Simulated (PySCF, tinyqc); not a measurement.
RHF in the sto-6g basis, for H2F+, spin multiplicity 1, step by step (part 2 of 2). The lowest restricted solution is unstable here: a spin-polarised one lies 0.0001 hartree lower (PySCF). Computed by tinyqc, a small Python program that keeps every step (integrals from PySCF). Command: `OMP_NUM_THREADS=1 python tinyqc.py 25578 25579 out.jsonl` (the two numbers bound the seeds that draw the settings). One thread of a shared host (Intel(R) Xeon(R) Processor @ 2.60GHz), about 0.1 s of CPU time with the checks.

Geometry (angstrom):
```
atom         x          y         z
F     0.000000   0.000000  0.000000
H     0.000000   1.122000  0.756000
H     0.000000  -1.139000  0.767000
```

## Iteration 9 (converged): orbitals

converged F (hartree), order 1F 1s, 1F 2s, 1F 2px, 1F 2py, 1F 2pz, 2H 1s, 3H 1s:
$$\begin{pmatrix}
-26.790525 & -6.489484 & 0.000000 & -0.000290 & -0.014808 & -0.520817 & -0.497011 \\
-6.489484 & -3.330998 & 0.000000 & -0.000972 & -0.047679 & -0.608816 & -0.586367 \\
0.000000 & 0.000000 & -0.913107 & 0.000000 & 0.000000 & 0.000000 & 0.000000 \\
-0.000290 & -0.000972 & 0.000000 & -0.755113 & 0.000183 & -0.353431 & 0.344274 \\
-0.014808 & -0.047679 & 0.000000 & 0.000183 & -0.815033 & -0.269830 & -0.263564 \\
-0.520817 & -0.608816 & 0.000000 & -0.353431 & -0.269830 & -0.534958 & -0.107889 \\
-0.497011 & -0.586367 & 0.000000 & 0.344274 & -0.263564 & -0.107889 & -0.527377
\end{pmatrix}$$

X, order 1F 1s, 1F 2s, 1F 2px, 1F 2py, 1F 2pz, 2H 1s, 3H 1s:
$$\begin{pmatrix}
1.021654 & -0.124573 & 0.000000 & -0.000106 & -0.002049 & 0.010665 & 0.010291 \\
-0.124573 & 1.058352 & 0.000000 & 0.001034 & 0.018107 & -0.113899 & -0.109016 \\
0.000000 & 0.000000 & 1.000000 & 0.000000 & 0.000000 & 0.000000 & 0.000000 \\
-0.000106 & 0.001034 & 0.000000 & 1.021183 & 0.000476 & -0.089079 & 0.086145 \\
-0.002049 & 0.018107 & 0.000000 & 0.000476 & 1.008803 & -0.055490 & -0.053331 \\
0.010665 & -0.113899 & 0.000000 & -0.089079 & -0.055490 & 1.035923 & -0.029607 \\
0.010291 & -0.109016 & 0.000000 & 0.086145 & -0.053331 & -0.029607 & 1.033434
\end{pmatrix}$$

Diagonalise F' = X^T F X, C = X C', fill 5 alpha and 5 beta electrons from the bottom; D = 2 C_occ C_occ^T. Each column has its largest component positive (the first on a tie).

F' = X^T F X (hartree):
$$\begin{pmatrix}
-26.381950 & -3.180108 & 0.000000 & -0.000737 & -0.022370 & -0.039384 & -0.035738 \\
-3.180108 & -2.197602 & 0.000000 & 0.001777 & 0.010983 & -0.257747 & -0.247761 \\
0.000000 & 0.000000 & -0.913107 & 0.000000 & 0.000000 & 0.000000 & 0.000000 \\
-0.000737 & 0.001777 & 0.000000 & -0.669071 & 0.001890 & -0.281019 & 0.273954 \\
-0.022370 & 0.010983 & 0.000000 & 0.001890 & -0.774936 & -0.201466 & -0.196476 \\
-0.039384 & -0.257747 & 0.000000 & -0.281019 & -0.201466 & -0.381805 & -0.022147 \\
-0.035738 & -0.247761 & 0.000000 & 0.273954 & -0.196476 & -0.022147 & -0.384168
\end{pmatrix}$$

orbital energies (hartree): MO1 -26.793513, MO2 -1.871555, MO3 -0.936622, MO4 -0.913107, MO5 -0.903875, MO6 -0.191047, MO7 -0.092921

coefficients C, order 1F 1s, 1F 2s, 1F 2px, 1F 2py, 1F 2pz, 2H 1s, 3H 1s:
$$\begin{pmatrix}
0.997279 & -0.244373 & 0.002698 & 0.000000 & 0.039019 & 0.060677 & 0.004846 \\
0.011646 & 0.996436 & -0.014528 & 0.000000 & -0.203008 & -0.354273 & -0.029334 \\
0.000000 & 0.000000 & 0.000000 & 1.000000 & 0.000000 & 0.000000 & 0.000000 \\
0.000026 & 0.000869 & 0.773198 & 0.000000 & -0.036031 & 0.039131 & -0.676393 \\
0.000849 & 0.048908 & 0.036844 & 0.000000 & 0.875124 & -0.503076 & -0.035513 \\
-0.001320 & 0.059948 & 0.363844 & 0.000000 & 0.240801 & 0.627553 & 0.714372 \\
-0.001264 & 0.057854 & -0.338408 & 0.000000 & 0.270906 & 0.713347 & -0.625297
\end{pmatrix}$$

D after iteration 9, order 1F 1s, 1F 2s, 1F 2px, 1F 2py, 1F 2pz, 2H 1s, 3H 1s:
$$\begin{pmatrix}
2.111629 & -0.479697 & 0.000000 & 0.000988 & 0.046282 & -0.011177 & -0.011481 \\
-0.479697 & 2.068886 & 0.000000 & -0.006104 & -0.258898 & 0.011096 & 0.015107 \\
0.000000 & 0.000000 & 2.000000 & 0.000000 & 0.000000 & 0.000000 & 0.000000 \\
0.000988 & -0.006104 & 0.000000 & 1.198268 & -0.006003 & 0.545398 & -0.542735 \\
0.046282 & -0.258898 & 0.000000 & -0.006003 & 1.539185 & 0.454133 & 0.454873 \\
-0.011177 & 0.011096 & 0.000000 & 0.545398 & 0.454133 & 0.387925 & -0.108847 \\
-0.011481 & 0.015107 & 0.000000 & -0.542735 & 0.454873 & -0.108847 & 0.382518
\end{pmatrix}$$

## Convergence

Stop when the energy changes by less than 1e-08 hartree and every element of the error matrix X^T (F D S - S D F) X is below 3e-05.

Course of the cycle:
```
iteration   E (hartree)     change  largest element of the error matrix
1          -98.90252951          -                             3.21e-01
2          -99.52300020  -6.20e-01                             2.41e-01
3          -99.60576781  -8.28e-02                             1.02e-01
4          -99.61838126  -1.26e-02                             3.82e-02
5          -99.62061544  -2.23e-03                             6.73e-03
6          -99.62082398  -2.09e-04                             1.96e-03
7          -99.62084197  -1.80e-05                             9.59e-05
8          -99.62084198  -1.14e-08                             1.38e-05
9          -99.62084198  -3.32e-10                             4.35e-06
```

PySCF RHF in the same basis = -99.62084198 hartree

Converged in 9 iterations.

## Populations, bond orders and dipole

overlap S, order 1F 1s, 1F 2s, 1F 2px, 1F 2py, 1F 2pz, 2H 1s, 3H 1s:
$$\begin{pmatrix}
1.000000 & 0.232479 & 0.000000 & 0.000000 & 0.000000 & 0.018447 & 0.017601 \\
0.232479 & 1.000000 & 0.000000 & 0.000000 & 0.000000 & 0.219165 & 0.211265 \\
0.000000 & 0.000000 & 1.000000 & 0.000000 & 0.000000 & 0.000000 & 0.000000 \\
0.000000 & 0.000000 & 0.000000 & 1.000000 & 0.000000 & 0.161705 & -0.156582 \\
0.000000 & 0.000000 & 0.000000 & 0.000000 & 1.000000 & 0.108956 & 0.105442 \\
0.018447 & 0.219165 & 0.000000 & 0.161705 & 0.108956 & 1.000000 & 0.078273 \\
0.017601 & 0.211265 & 0.000000 & -0.156582 & 0.105442 & 0.078273 & 1.000000
\end{pmatrix}$$

Mulliken: Z minus the diagonal of D S on the atom; Loewdin: the same with S^(1/2) D S^(1/2); Mayer order: 2 sum_s sum (D(s) S)_ij (D(s) S)_ji over the two atoms.

Charges (e):
```
atom  Mulliken   Loewdin
1F    0.029237  0.079399
2H    0.480695  0.454912
3H    0.490068  0.465689
```

Mayer bond orders:
```
pair     order
2-1   0.755953
3-1   0.746854
3-2   0.012980
```

dipole moment about the origin, x y z (debye): [0.000000, -0.087924, 3.952832]
